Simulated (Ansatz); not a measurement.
Molecule: SiH₃, net charge 0, doublet state. 
Geometry from a B3LYP-D3(BJ)/def2-TZVP (Ansatz, a quantum-chemistry and plane-wave program) optimisation:
SMILES: [SiH3]
```xyz
4

Si    -0.0021     0.0010     0.0803
H      0.0008     1.4066    -0.3921
H      1.2360    -0.7020    -0.3341
H     -1.2075    -0.7183    -0.3975
```
Charge 0, spin multiplicity 2.

Basis-set convergence of Hartree-Fock and MP2 correlation energies (hartree) with Ansatz. Valence correlation only, unless marked. UHF or UKS for open shells. Spin-orbit coupling is left out. No relativistic terms.

```csv
basis,functions,E(HF),"E(corr, MP2)"
def2-SVP,33,-290.53404,-0.09364
def2-TZVPP,84,-290.63737,-0.11677
def2-QZVPP,160,-290.64654,-0.12470
```

Extrapolating the two largest sets (X = 3 and 4) as X^-3: E(corr) = (64·(-0.12470) - 27·(-0.11677))/37 = -0.1305 Eh, an estimate of the basis-set limit. The largest set recovers 95.6 % of it, the smallest 71.8 %.
